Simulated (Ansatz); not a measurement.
in.yaml

```yaml
crystal:
  periodic: [false, false, false]
  atoms:
    - {symbol: O, position_ang: [0.000000, 0.000000, 0.000000]}
    - {symbol: H, position_ang: [0.000000, 0.000000, 1.048000]}
basis:
  gaussian: {orbitals: cc-pVDZ}
magnetization: {spin_polarized: true, initial_magnetization: 1}
correlation: {method: ccsdtq, electrons: outside_noble_gas}
```

```sh
$ ansatz run in.yaml --threads 1 --pin off --events-out ev --progress --plain --max-ram 2393MiB
```

Q: Roughly how long does this take on 1 thread of Arm Neoverse V1, shared host, and how much host memory?

A: 13 s wall and 0.18 GiB.

```
276 factors; integrals over basis functions are off by at most 2.0e-7 eV
mean field evaluation 1: about -2050.9056 eV, gradient 1.1e1 eV
mean field evaluation 2: about -2050.9057 eV, gradient 1.1e1 eV
mean field evaluation 4: about -2051.3819 eV, gradient 1.0e0 eV
mean field evaluation 8: about -2051.3881 eV, gradient 3.9e-4 eV
mean field evaluation 16: about -2050.4039 eV, gradient 1.4e1 eV
mean field evaluation 32: about -2051.3881 eV, gradient 1.6e-2 eV
mean field -2051.38813986 eV, -75.3871236589 hartree, gradient 1.3e-6 eV, S^2 0.756099; 2 other end points of the search recorded, 0 dependent functions left out
1 core orbitals not correlated: weight in the atoms' cores, before any rotation towards them, 1.000 or more for the frozen orbitals, at most 0.000 for the correlated occupied ones
reference -2051.38813986 eV, -75.3871236589 hartree; 4, 3 occupied and 14, 15 virtual orbitals, 276 factors
second order -4.12375827 eV of doubles, -0.00000000 eV of singles
cycle   1  -4.41975513 eV  change   -3.0e-1 eV  update   3.5e-2
cycle   2  -4.58181381 eV  change   -1.6e-1 eV  update   1.4e-2
cycle   3  -4.60570658 eV  change   -2.4e-2 eV  update   6.5e-3
cycle   4  -4.60187889 eV  change    3.8e-3 eV  update   2.8e-3
cycle   5  -4.60420720 eV  change   -2.3e-3 eV  update   1.5e-3
cycle   6  -4.60515323 eV  change   -9.5e-4 eV  update   8.2e-4
cycle   7  -4.60485947 eV  change    2.9e-4 eV  update   3.2e-4
cycle   8  -4.60502387 eV  change   -1.6e-4 eV  update   1.3e-4
cycle   9  -4.60503046 eV  change   -6.6e-6 eV  update   4.6e-5
cycle  10  -4.60499617 eV  change    3.4e-5 eV  update   2.0e-5
cycle  11  -4.60500949 eV  change   -1.3e-5 eV  update   7.3e-6
cycle  12  -4.60500864 eV  change    8.5e-7 eV  update   2.5e-6
cycle  13  -4.60500970 eV  change   -1.1e-6 eV  update   9.5e-7
cycle  14  -4.60500988 eV  change   -1.8e-7 eV  update   2.3e-7
Total energy: -2055.99314974 eV, -75.5563546507 hartree
```

For the same geometry and basis full CI lies 0.6 meV higher.
